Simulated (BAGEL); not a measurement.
# NEVPT2(10,8)/aug-cc-pVTZ (density fitting with cc-pvqz-jkfit) run of CN− (cyanide)

Aim: the vertical ionisation energy of CN− (cyanide) at NEVPT2(10,8)/aug-cc-pVTZ (density fitting with cc-pvqz-jkfit), from 2 runs. 

The calculation is run with BAGEL 1.2.2.

## 1. The molecule

CN− has 2 atoms, charge -1, and is taken as a singlet. SMILES: `[C-]#N`. The shape is that of a PBE0-D4/def2-TZVPD optimisation.

Bond lengths: C1–N2 1.170 Å.

## 2. The energy at NEVPT2(10,8)/aug-cc-pVTZ (density fitting with cc-pvqz-jkfit)

Contents of nevpt2.json:

```json
{ "bagel": [

{
  "title": "molecule",
  "basis": "aug-cc-pvtz.json",
  "df_basis": "cc-pvqz-jkfit",
  "angstrom": "true",
  "geometry": [
    { "atom": "C", "xyz": [    0.499700,   -0.161700,    0.257300 ] },
    { "atom": "N", "xyz": [   -0.499700,    0.161700,   -0.257300 ] }
  ]
},
{
  "title": "hf",
  "charge": -1
},
{
  "title": "casscf",
  "nstate": 1,
  "nact": 8,
  "nclosed": 2,
  "charge": -1,
  "maxiter": 200,
  "natocc": "true"
},
{
  "title": "nevpt2",
  "nstate": 1,
  "nact": 8,
  "nclosed": 2,
  "charge": -1,
  "maxiter": 200,
  "natocc": "true",
  "ncore": 2
}

]}
```

The basis set aug-cc-pVTZ is read from a file made from the Basis Set Exchange's data (not shown).

Command:

```console
$ BAGEL_NUM_THREADS=1 BAGEL nevpt2.json > nevpt2.out
```

Log:

```text
* using 1 threads per process

  ===============================================================
  ===============================================================

  *** Geometry ***

  { "atom" : "C", "xyz" : [      0.944296,     -0.305569,      0.486227 ] },
  { "atom" : "N", "xyz" : [     -0.944296,      0.305569,     -0.486227 ] },

  Number of auxiliary basis functions:      212

  Since a DF basis is specified, we compute 2- and 3-index integrals:
    o Being stored without compression. Storage requirement is 0.014 GB

  Number of basis functions:       92
  Number of electrons      :       13

    * METHOD: MOLECULE                             0.05

  *** RHF ***

  === Nuclear Repulsion ===
    19.0009562819

      * DIIS with orbital gradients will be used.

  === RHF iteration (aug-cc-pvtz.json) ===
      0        -92.11556200          0.02926313           0.01
      1        -92.21634818          0.02583785           0.01
      2        -92.34076697          0.00238747           0.01
      3        -92.34231000          0.00079281           0.01
      4        -92.34256757          0.00020686           0.01
      5        -92.34258480          0.00003528           0.01
      6        -92.34258603          0.00000850           0.01
      7        -92.34258606          0.00000170           0.01
      8        -92.34258606          0.00000033           0.01
      9        -92.34258606          0.00000011           0.01
     10        -92.34258606          0.00000003           0.01
     11        -92.34258606          0.00000000           0.01
    * SCF iteration converged.

    * Permanent dipole moment:
           (    0.136887,    -0.044296,     0.070484) a.u.

    * METHOD: HF                                   0.18

  ---------------------------
      CASSCF calculation
  ---------------------------

    * nstate   :      1
    * nclosed  :      2
    * nact     :      8
    * nvirt    :     82
  === CASSCF iteration (aug-cc-pvtz.json) ===

    * Using the second-order algorithm

      0  0       -92.34287009     1.59e-04      0.03

      1  0       -92.34964181     2.40e-03      0.11

      2  0       -92.40927415     4.39e-03      0.14

      3  0       -92.44498419     1.33e-03      0.15

      4  0       -92.45050768     6.19e-04      0.16

      5  0       -92.45183901     6.17e-04      0.17

      6  0       -92.45334694     6.50e-04      0.17

      7  0       -92.45532881     6.98e-04      0.17

      8  0       -92.45757572     6.73e-04      0.18

      9  0       -92.45923195     5.14e-04      0.18

     10  0       -92.45992417     3.08e-04      0.19

     11  0       -92.46011165     1.58e-04      0.18

     12  0       -92.46015281     7.52e-05      0.18

     13  0       -92.46016117     3.45e-05      0.16

     14  0       -92.46016282     1.55e-05      0.17

     15  0       -92.46016314     6.92e-06      0.17

     16  0       -92.46016320     3.07e-06      0.18

     17  0       -92.46016321     1.35e-06      0.18

     18  0       -92.46016321     5.97e-07      0.18

     19  0       -92.46016322     2.63e-07      0.17

     20  0       -92.46016322     1.16e-07      0.18

     21  0       -92.46016322     5.09e-08      0.16

     22  0       -92.46016322     2.24e-08      0.15

     23  0       -92.46016322     9.83e-09      0.14

    * Second-order optimization converged. *

     guess   0:   closed 11111...             open ........

  === FCI iteration ===

      0  0       -92.33986544     9.12e-03      0.00
      1  0       -92.44792010     3.28e-03      0.00
      2  0       -92.45933879     8.29e-04      0.00
      3  0       -92.46003062     3.26e-04      0.00
      4  0       -92.46015494     8.78e-05      0.00
      5  0       -92.46016274     2.15e-05      0.00
      6  0       -92.46016319     5.04e-06      0.00
      7  0       -92.46016321     1.36e-06      0.00
      8  0       -92.46016321     4.59e-07      0.00
      9  0       -92.46016322     1.61e-07      0.00
     10  0       -92.46016322     4.66e-08      0.00
     11  0       -92.46016322     9.79e-09      0.00
     12  0       -92.46016322     2.33e-09      0.00
     13  0       -92.46016322     5.35e-10      0.00
     14  0       -92.46016322     1.30e-10      0.00
     15  0 *     -92.46016322     3.14e-11      0.00

     * ci vector, state   0, <S^2> = -0.0000
       22222...    -0.9676414962
       2222.2..     0.1073181070
       222.2.2.     0.1073181070
       222abab.    -0.0704910584
       222baba.    -0.0704910584

    * METHOD: CASSCF                               3.86

    * freezing 2 orbitals

  === DF-NEVPT2 calculation ===

    * 3-index integral transformation done
    * assembly done

      NEVPT2 correlation energy:   -0.2048870345      0.07

          (+0)      0.0000000000
          (+0)'     0.0000000000
          (+1)      0.0000000000
          (+1)'     0.0000000000
          (+2)      0.0000000000
          (-1)      0.0000000000
          (-1)'    -0.0742772803
          (-2)     -0.1306097542

      NEVPT2 total energy:        -92.6650502496

    * METHOD: NEVPT2                               7.92

  ===============================================================
```

Wall time 12 s (1 thread of Arm Neoverse V1, shared host); peak memory 0.52 GiB.

## 3. Doublet neutral CN at the same level

Contents of input.json:

```json
{ "bagel" : [

{
  "title" : "molecule",
  "basis" : "aug-cc-pvtz.json",
  "df_basis" : "cc-pvqz-jkfit",
  "angstrom" : true,
  "geometry" : [
    { "atom" : "C", "xyz" : [       0.499700,      -0.161700,       0.257300 ] },
    { "atom" : "N", "xyz" : [      -0.499700,       0.161700,      -0.257300 ] }
  ]
},

{ "title" : "hf", "charge" : 1 },

{ "title" : "casscf", "nstate" : 1, "nact" : 8, "nclosed" : 2, "nspin" : 1, "maxiter" : 200, "natocc" : true },

{ "title" : "nevpt2", "nstate" : 1, "nact" : 8, "nclosed" : 2, "nspin" : 1, "maxiter" : 200, "natocc" : true, "ncore" : 2 }

]}
```

The basis set aug-cc-pVTZ is read from a file made from the Basis Set Exchange's data (not shown).

Command:

```console
$ BAGEL_NUM_THREADS=1 BAGEL input.json > input.out
```

Log:

```text
* using 1 threads per process

  ===============================================================
  ===============================================================

  *** Geometry ***

  { "atom" : "C", "xyz" : [      0.944296,     -0.305569,      0.486227 ] },
  { "atom" : "N", "xyz" : [     -0.944296,      0.305569,     -0.486227 ] },

  Number of auxiliary basis functions:      212

  Since a DF basis is specified, we compute 2- and 3-index integrals:
    o Being stored without compression. Storage requirement is 0.014 GB

  Number of basis functions:       92
  Number of electrons      :       13

    * METHOD: MOLECULE                             0.05

  *** RHF ***

  === Nuclear Repulsion ===
    19.0009562819

      * DIIS with orbital gradients will be used.

  === RHF iteration (aug-cc-pvtz.json) ===
      0        -91.47829918          0.02983942           0.01
      1        -91.21772460          0.05339854           0.01
      2        -91.63915107          0.00149175           0.01
      3        -91.64022001          0.00090315           0.01
      4        -91.64073958          0.00068686           0.01
      5        -91.64137878          0.00030415           0.01
[... 8 lines of this table left out ...]
     14        -91.64155183          0.00000001           0.01
     15        -91.64155183          0.00000000           0.01
    * SCF iteration converged.

    * Permanent dipole moment:
           (   -0.956223,     0.309428,    -0.492368) a.u.

    * METHOD: HF                                   0.20

  ---------------------------
      CASSCF calculation
  ---------------------------

    * nstate   :      1
    * nclosed  :      2
    * nact     :      8
    * nvirt    :     82
  === CASSCF iteration (aug-cc-pvtz.json) ===

    * Using the second-order algorithm

      0  0       -92.27737737     2.07e-02      0.05

      1  0       -92.33406144     1.58e-03      0.13

      2  0       -92.34511388     1.32e-03      0.13

[... 27 lines of this table left out ...]

     17  0       -92.36998900     9.48e-09      0.12

    * Second-order optimization converged. *

     guess   0:   closed 1111....             open ....1...

  === FCI iteration ===

      0  0       -92.21111942     8.84e-03      0.00
      1  0       -92.34292259     3.99e-03      0.00
      2  0       -92.36409804     1.84e-03      0.00
      3  0       -92.36875865     7.49e-04      0.00
      4  0       -92.36975385     3.52e-04      0.00
      5  0       -92.36993655     1.48e-04      0.00
[... 12 lines of this table left out ...]
     18  0       -92.36998900     4.44e-10      0.00
     19  0       -92.36998900     1.27e-10      0.00
    ** throwing out 1 trial vectors **
     20  0 *     -92.36998900     4.02e-11      0.00

     * ci vector, state   0, <S^2> = 0.7500
       2222a...     0.9458201223
       222.a2..     0.1217285968
       22.2a.2.     0.1217285968
       2a2b2a..    -0.0849938147
       2ab22.a.     0.0849938147
       22abaab.    -0.0758481301
       22baaba.    -0.0758481301
       222aba..     0.0594638300
       22a2b.a.    -0.0594638300

    * METHOD: CASSCF                               2.32

    * freezing 2 orbitals

  === DF-NEVPT2 calculation ===

    * 3-index integral transformation done
    * assembly done

      NEVPT2 correlation energy:   -0.1688011677      0.07

          (+0)      0.0000000000
          (+0)'     0.0000000000
          (+1)      0.0000000000
          (+1)'     0.0000000000
          (+2)      0.0000000000
          (-1)      0.0000000000
          (-1)'    -0.0707439719
          (-2)     -0.0980571957

      NEVPT2 total energy:        -92.5387901628

    * METHOD: NEVPT2                               8.25

  ===============================================================
```

Run time: 11 s. Hardware: 1 thread of Arm Neoverse V1, shared host; peak memory 0.54 GiB.

## 4. Outcome

Level: NEVPT2(10,8)/aug-cc-pVTZ (density fitting with cc-pvqz-jkfit), 2 core orbitals frozen.

```
                                           quantity         value
                          singlet CN−: total energy  -92.66505 Eh
                   doublet neutral CN: total energy  -92.53879 Eh
vertical detachment energy (to the doublet neutral)      3.436 eV
```

What this shows: The vertical ionisation energy comes to 3.44 eV (79 kcal/mol).
